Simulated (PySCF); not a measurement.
Delta-SCF ions had no search for a lower state. Excitations are Tamm–Dancoff values on a coarser integration grid. The basis has no diffuse functions, so Rydberg states are missing or too high.

Species: C2H2O, SMILES `C=C=O` (charge 0, multiplicity 1).

Predict the dipole moment, brightest of the four lowest singlets (TDA) and vertical ionisation energy (Delta-SCF) from ωB97X-D3(BJ)/def2-TZVP // PBE0-D3(BJ)/def2-TZVP in PySCF.


```yaml
dipole_moment: 1.43 D
brightest of the four lowest singlets (TDA): 8.11 eV
vertical ionisation energy (Delta-SCF): 9.82 eV
```
